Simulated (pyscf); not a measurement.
Single points on ωB97X-D3(BJ)/def2-SVP structures (PySCF, gas phase).

Task: PBE/def2-TZVP puts the barrier of H₂Si=S (SMILES [SiH2]=S) + H₂S (SMILES S) -> S=SiH–SH (SMILES S=[SiH]S) + H₂ (SMILES [H][H]) (four-centre exchange; singlet surface; H–Si, H–S broken, S–Si, H–H formed) at 0.30 eV and the reaction energy at -0.77 eV, from the separated reactants. What do r²SCAN/def2-TZVP, M06-2X/def2-TZVP, ωB97M-D3(BJ)/def2-TZVP give on the same structures?

Result: r²SCAN: ΔE‡ = 0.33 eV, ΔE = -0.82 eV; M06-2X: ΔE‡ = 0.62 eV, ΔE = -0.77 eV; ωB97M-D3(BJ): ΔE‡ = 0.66 eV, ΔE = -0.70 eV. PBE's barrier lies under all of them, by 0.03 to 0.36 eV. Its reaction energy lies among theirs. On the reactant side the descent ends in an adduct with a S–Si contact, 0.59 eV under the separated species and 1.13 eV under the saddle at ωB97X-D3(BJ)/def2-TZVP. What is counted as formed (S–Si) is already present as a longer contact in the reactant adduct; forming that adduct is a step of its own. At ωB97X-D3(BJ)/def2-TZVP the barrier from the zero used here is 0.55 eV. The same reactants have a lower exit, to HS–SiH₂–SH (barrier -0.15 eV at ωB97M-D3(BJ)/def2-TZVP, against +0.66 eV here). One saddle was located; it need not be the lowest between these sides.
